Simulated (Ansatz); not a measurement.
# A rate constant, worked out

An elementary step of C₂H₇N, singlet (C₂H₇N (CCN) → C₂H₄ (C=C) + NH₃; N–C, C–H broken or loosened, N–H formed or tightened). The start structure is the reactant molecule, and the electronic barrier above it is 3.133 eV by CCSD(T) at an estimated basis limit (MP2 extrapolated from triple and quadruple zeta, plus CCSD(T) − MP2 in triple zeta). Computed with Ansatz 0.2.0 (basis: def2-TZVPP and def2-QZVPP); correlated methods freeze the cores. Extrapolation: Hartree–Fock as exp(−7.88 √X), correlation as X^−2.97. Harmonic wavenumbers at PBE0-D4/def2-TZVP (Ansatz 0.2.0), in cm⁻¹:

Start: 239, 274, 414, 799, 849, 917, 1009, 1125, 1152, 1264, 1327, 1392, 1428, 1481, 1490, 1514, 1657, 2965, 3044, 3064, 3116, 3134, 3519, 3603.

Saddle: 1014i, 135, 384, 584, 752, 760, 801, 911, 1060, 1103, 1215, 1260, 1283, 1451, 1478, 1544, 1556, 2144, 3055, 3111, 3112, 3182, 3395, 3524.

Q: Work out the transition-state-theory rate constant at 900 K from these numbers alone (harmonic vibrations; rotation, path degeneracy and anharmonicity left out), and the Wigner tunnelling factor. Use 1 cm⁻¹ = 1.2398 × 10⁻⁴ eV and k_B = 8.617 × 10⁻⁵ eV/K.

A: Zero-point energies, half the sums: start 40776/2 cm⁻¹ = 2.5278 eV; saddle, real modes only, 37800/2 cm⁻¹ = 2.3433 eV.
Barrier with zero-point energy: 3.133 + 2.3433 − 2.5278 = 2.9485 eV.
k_BT = 0.07756 eV, so the barrier is 38.02 k_BT.
Vibrational partition functions from the zero-point level, ln q = −Σ ln(1 − exp(−hν/k_BT)): start 5.270, saddle 5.491.
k = (k_BT/h) exp(ln q‡ − ln q) exp(−E0/k_BT), with log₁₀(k_BT/h in s⁻¹) = 13.27: log₁₀ k = 13.27 + (0.221 − 38.02)/2.3026 = -3.15, so k ≈ 7 × 10^(-4) s⁻¹.
Wigner factor: 1 + (hν‡/k_BT)²/24 = 1 + (1.62)²/24 = 1.11. A change of 1 kcal/mol (0.043 eV) in the barrier would change k by a factor of 1.7 at this temperature.

No T1 diagnostic of these runs exceeds 0.014.

For scale, one of the runs: CCSD(T)/def2-TZVPP, 191 basis functions, launched by `ansatz run in.yaml --threads 2 --pin off --events-out ev --progress --plain --max-ram 4352MiB`. The run took 53 s on 2 CPU threads of an Arm Neoverse V1 (shared host), with 2.2 GiB of host memory at its peak.
